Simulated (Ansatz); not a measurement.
# BeLiH+ (quartet): the correlation ladder, def2-TZVPP

One table from this session's results is given with a row withheld; the runs are named, their logs left out.

The runs use Ansatz 0.2.0, Gaussian basis; def2-TZVPP, core rule «outside noble gas», up to 2 orbitals frozen.

Plan: UHF; ROHF; CCSD(T) on UHF.

2 further runs of the same task are left out: 2 set aside as unsound or not needed.

## What is computed

The geometry is a PBE0/def2-TZVP stationary point (not a proven minimum) of the parent state, kept for this charge and spin.

3 atoms, charge 1, spin multiplicity 4.

Atoms are counted from 1 here; the program's logs count them from 0.

Bond lengths: Li1–H3 1.836 Å, Be2–H3 1.407 Å. Angles: Li1–H3–Be2 97.0°.

The first run:

File in.yaml:

```yaml
crystal:
  periodic: [false, false, false]
  atoms:
    - {symbol: Li, position_ang: [0.000000, -0.047316, 1.389798]}
    - {symbol: Be, position_ang: [0.000000, -0.073663, -1.056032]}
    - {symbol: H, position_ang: [0.000000, 0.984461, -0.128421]}
basis:
  gaussian: {orbitals: def2-TZVPP}
total_charge: 1
magnetization: {spin_polarized: true, initial_magnetization: 3}
hamiltonian: {xc: hf}
output: {orbitals: {seedname: orbitals}}
```

Run with:

```bash
> ansatz run in.yaml --threads 1 --pin off --events-out ev --progress --plain --max-ram 4096MiB --backend cpu
```

Among the steps run: UHF; ROHF; CCSD(T) on UHF.

One table of the session follows, with a row left open; its other results are not shown here.

It belongs to the step «Misses and costs». 

| method | from UCCSD(T) (meV) |
| --- | --- |
| ROHF | +273.4 |
| UHF | +272.5 |
| UMP2 | ? |
| UCCSD | +1.3 |
| UCCSD(T) | 0 |

**Question.** Estimate the row for UMP2.

As computed: from UCCSD(T) (meV): +103.7. In the column «from UCCSD(T) (meV)» it lies between UCCSD (+1.3) and UHF (+272.5).
